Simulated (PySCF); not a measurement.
# Proton affinity of 1,3,5-triazine, site by site

Molecule: 1,3,5-triazine, `c1ncncn1` (C3H3N3). Numbering: `[cH:1]1[n:2][cH:3][n:4][cH:5][n:6]1` These are map numbers, not IUPAC locants.

Level of theory: ωB97X-D3(BJ)/def2-TZVP single points in PySCF, grid level 2; every species was optimised with PBE0-D3(BJ)/def2-SVP. Zero-point and thermal terms (298.15 K, 1 bar) come from unscaled PBE0-D3(BJ)/def2-SVP harmonic frequencies, with soft modes damped to free rotors in the entropy.

```tsv
site	product	PA / eV	GB / eV
N2 (pyridine-type nitrogen)	c1nc[nH+]cn1	8.85	8.55
```

PA is −ΔH and GB is −ΔG of B + H⁺ → BH⁺ in the gas phase. Sites whose products fell apart, merged with another or lost in a GFN2-xTB screen aren't listed.

In toluene the product from N2 is solvated 1.55 eV more strongly than the parent (electrostatics only).

Measured values (NIST Chemistry WebBook, evaluated or the median of agreeing entries): proton affinity (−ΔH) 849 kJ/mol (computed 854, difference 5); gas-phase basicity (−ΔG) 820 kJ/mol (computed 825, difference 6).

Structures, frequencies and single points took 7.8 min of wall time on 1 thread of Arm Neoverse N1 (shared host), launched as `OMP_NUM_THREADS=1 python redox_run.py task.json out`.

Differences come from unrounded values, so a last digit can differ from that of the printed terms.
